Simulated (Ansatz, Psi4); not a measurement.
## Heat of formation of C2H2 (SMILES C#C) from total energies

The species is C2H2 (4 atoms), meant as a singlet with charge 0. As SMILES, `C#C`. Geometry: optimised at PBE0/def2-TZVP.

Total energies at CCSD(T)/CBS estimate, 2 core orbitals frozen (Psi4 1.11); the atoms run unrestricted:

| species | state | energy (Eh) |
| --- | --- | --- |
| C2H2 | singlet | -77.226602 |
| C | triplet | -37.791683 |
| H | doublet | -0.500000 |

Harmonic wavenumbers at PBE0-D4/def2-TZVP, in cm⁻¹: 636, 636, 772, 772, 2084, 3427, 3528.

Measured heats of formation of the gaseous atoms at 298.15 K, in kJ/mol: C 716.9, H 218.0. Take 1 Eh = 2625.50 kJ/mol, 1 cm⁻¹ = 0.0119627 kJ/mol, RT = 2.479 kJ/mol.

Problem. Work out the heat of formation of the gas at 298 K.

Solution. 
1. Electronic atomisation energy: 2 × (-37.791683) + 2 × (-0.500000) − (-77.226602) = 0.643236 Eh = 1688.8 kJ/mol.
2. Zero-point energy: half the sum of the wavenumbers, 5927.5 cm⁻¹ = 70.9 kJ/mol.
3. Thermal vibrational enthalpy, Σ hcν̃/(exp(hcν̃/kT) − 1): 1.2 kJ/mol. Translation, rotation and pV of a linear molecule: 3.5 RT = 8.7 kJ/mol.
4. The 4 free atoms carry 5/2 RT each: 24.8 kJ/mol.
5. Atomisation enthalpy at 298 K: 1688.8 − 70.9 − 1.2 − 8.7 + 24.8 = 1632.8 kJ/mol.
6. Sum of the atoms' heats of formation: 1869.8 kJ/mol. Heat of formation: 1869.8 − 1632.8 = +237.0 kJ/mol.

The tabulated value is +228.3 kJ/mol (Active Thermochemical Tables), so this level is off by +8.7 kJ/mol, or 0.5 % of the atomisation enthalpy that the table implies (1641.4 kJ/mol). Anharmonicity and any spin-orbit splitting of the molecule are left out, and so is core correlation.
